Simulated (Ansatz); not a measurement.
## C4H3F, SMILES C=C=C=CF: a ladder of methods at one geometry, step by step

Computed with Ansatz's Python interface.

Contents of `c4h3f.xyz`:
```text
8

C     0.00340    1.87500    0.07130
C    -0.04460    0.61960    0.02770
C    -0.06750   -0.57600   -0.01510
C     0.04500   -1.85980   -0.03650
F     0.97600   -2.57560   -0.61280
H    -0.86450    2.47580    0.51810
H     0.79890    2.48650   -0.37090
H    -0.75450   -2.50260    0.36250
```

The cells in order, each with its output:

In [1]:
```python
from pathlib import Path

import ansatz
import numpy as np

BASIS = "def2-SVP"

c4h3f = ansatz.Crystal.molecule_from_extxyz("c4h3f.xyz")
```

In [2]:
```python
model = c4h3f.calculation().basis(gaussian=BASIS)
```

In [3]:
```python
print("functional    E (Ha)        dipole (D)   HOMO (eV)  LUMO (eV)")
for name in ["r2scan0", "revpbe", "b3lyp", "lc_wpbe", "pbe", "hse06"]:
    report = model.functional(name).forces().orbitals().run(threads=1, pin="off", runs_dir="runs").report
    lines = Path(report["orbitals_path"]).read_text().splitlines()
    field_of = lambda key: [line.split("=")[1].strip() for line in lines if line.startswith(key)]
    orbitals = [(27.211386 * float(e), s, float(n)) for e, s, n in zip(field_of("Ene="), field_of("Spin="), field_of("Occup="))]
    homo = max(e for e, _, n in orbitals if n > 0.5)
    lumo = min(e for e, _, n in orbitals if n < 0.5)
    dipole = 4.803205 * np.linalg.norm(report["charge_distribution"]["dipole_moment_e_ang"])
    print(f"{name:10s} {report['free_energy_ev'] / 27.211386246:14.6f} {dipole:9.3f} {homo:11.3f} {lumo:10.3f}")
```
```text
functional    E (Ha)        dipole (D)   HOMO (eV)  LUMO (eV)
r2scan0       -253.573219     1.246      -7.058     -1.212
revpbe        -253.679437     0.905      -5.714     -1.951
b3lyp         -253.751436     1.124      -6.630     -1.376
lc_wpbe       -253.568473     1.171      -9.353      0.927
pbe           -253.457443     0.934      -5.771     -2.023
hse06         -253.452102     1.165      -6.500     -1.610
```

Notes:
- Total energies depend on the basis set; only differences at equal settings carry meaning.
- The geometry is a force-field or estimated start, not a minimum of this method, and the basis set is short of its limit. A lower total doesn't mark the better method: functionals have no common bound, and MP2 and coupled cluster aren't variational.
- b3lyp holds the VWN-RPA fit, as in Gaussian; the form of ORCA and Turbomole is b3lyp5.
- Levels such as HOMO and LUMO are orbital energies: with these approximate functionals they aren't the ionisation energy and electron affinity, and their gap isn't the fundamental gap.
- hse06 follows the composition of plane-wave codes, whose totals differ by tens of mHa, up to about 0.1 Ha, from the form usual in Gaussian-basis programs (wpbeh).
- It ran for 17 s on 1 thread of Arm Neoverse V1, on a shared host, peak memory 0.23 GiB.
